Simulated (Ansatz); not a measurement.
Process, species as SMILES: C(CC)O -> [CH2]CC + [OH] (HO) (the C-O bond breaks)

Wanted: bond dissociation energy (electronic), in kcal/mol. Conventions: UHF or UKS for open shells; 6-31G* and kin with 6d, 5d where marked; spin-orbit terms left out; dispersion terms only where a functional's name holds one; frozen cores in correlated levels; LANL2DZ all-electron up to Ne; 6-311+G** with 5d; non-relativistic. CBS(X,Y): correlation extrapolated as X^-3; Hartree-Fock from the larger set. [CCSD(T)-MP2]/basis is that difference in the basis named. First-principles rows: single points at B3LYP-D3(BJ) geometries (Ansatz, an electronic-structure program).

Coupled cluster (Ansatz) is a level with limits of its own, used here on species with T1 under 0.025 (0.045 for open shells) and stable references: RI-MP2/CBS(cc-pVTZ,cc-pVQZ)+[CCSD(T)-MP2]/cc-pVTZ.

Value to compare with, RI-MP2/CBS(cc-pVTZ,cc-pVQZ)+[CCSD(T)-MP2]/cc-pVTZ (Ansatz): 101.0 kcal/mol.

```tsv
level	program	bond dissociation energy (electronic) (kcal/mol)	difference
B3LYP/STO-3G	Ansatz	102.2	1.2
B3LYP/3-21G	Ansatz	94.4	-6.6
B3LYP/LANL2DZ	Ansatz	87.5	-13.5
B3LYP/6-31G	Ansatz	88.4	-12.6
B3LYP/6-31G*	Ansatz	95.9	-5.1
B3LYP/6-31+G*	Ansatz	93.8	-7.2
B3LYP/6-31G**	Ansatz	96.0	-5.0
B3LYP/def2-SVP	Ansatz	97.9	-3.1
B3LYP/cc-pVDZ	Ansatz	95.7	-5.3
B3LYP/6-311+G**	Ansatz	92.9	-8.1
B3LYP/def2-TZVPD	Ansatz	93.4	-7.6
```

Among the 10 habitual levels, B3LYP/LANL2DZ lies farthest from RI-MP2/CBS(cc-pVTZ,cc-pVQZ)+[CCSD(T)-MP2]/cc-pVTZ (Ansatz) (-13.5 kcal/mol) and B3LYP/STO-3G nearest (1.2); 1 of 10 lie above it, and their mean absolute difference is 6.8 kcal/mol, the median 5.9. One case shows no general order.

The sets are all those run for this method; runs whose electronic state is in doubt are left out.
